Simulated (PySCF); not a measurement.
## Calculated properties of `CC/C=C\[S-]`

C4H7S (charge -1).
Geometry (GFN2-xTB, Å), atoms numbered from 1 in this order:
```xyz
12
C4H7S angstrom
C     -1.5684   -0.1106    0.4541
C     -0.4373    0.4466   -0.4141
C      0.7485   -0.4643   -0.4637
C      1.9587   -0.1414    0.0226
S      2.4211    1.3223    0.7679
H     -1.2211   -0.2396    1.4773
H     -1.8960   -1.0815    0.0796
H     -2.4274    0.5631    0.4599
H     -0.8308    0.6270   -1.4261
H     -0.1004    1.4005   -0.0030
H      0.5951   -1.4411   -0.9184
H      2.7593   -0.8817   -0.0622
```

**GFN2-xTB geometry**

```yaml
Point_group_of_the_GFN2-xTB_geometry: C1
Rotational_constants_A_B_C_of_the_GFN2-xTB_geometry: 9.086, 2.036, 1.807 GHz
```

**PBE0/pcSseg-1 ground state and GIAO shieldings, non-relativistic (PySCF)**

```yaml
HOMO_energy: 0.21 eV
LUMO_energy: 5.24 eV
HOMO–LUMO_gap: 5.03 eV
Lowest_Hirshfeld_atomic_charge: -0.56 e on S5
Highest_Hirshfeld_atomic_charge: +0.03 e on H6
13C_chemical_shifts_computed_TMS_as_zero_by_class: 161.9 (C4), 115.2 (C3), 23.5 (C2), 18.5 (C1) ppm
1H_chemical_shifts_computed_TMS_as_zero_by_class: 7.63 (H12), 4.44 (H11), 2.92 (H9/H10), 0.62 (H6/H7/H8) ppm
Isotropic_shieldings_of_nuclei_other_than_C_and_H_by_class: 530 (S5) ppm
Mayer_bond_orders_between_heavy_atoms: C1–C2 1.04, C2–C3 1.03, C3–C4 1.73, C4–S5 1.29
```

Monoisotopic mass of the ion (most abundant isotopes, electron mass counted): 87.0274 u.

With B = h/(8π²I), that is 505.379 GHz u Å² over I, the principal moments of inertia are 55.6, 248.2 and 279.6 u Å² (most abundant isotopes). The rotational constants make it an asymmetric top with κ = (2B − A − C)/(A − C) = -0.94, nearer the prolate limit (−1).

The structure is a single GFN2-xTB conformer in the gas phase; no vibrational or solvent corrections. NMR classes are plain means over equivalent atoms (diastereotopic ones count apart unless rotation or inversion swaps them), as if these changed places fast; in this geometry the members of some classes differ. The HOMO energy is positive, so at this level the finite basis confines the outermost electrons. No diffuse functions stand in pcSseg-1, which bears on an anion's orbital energies.
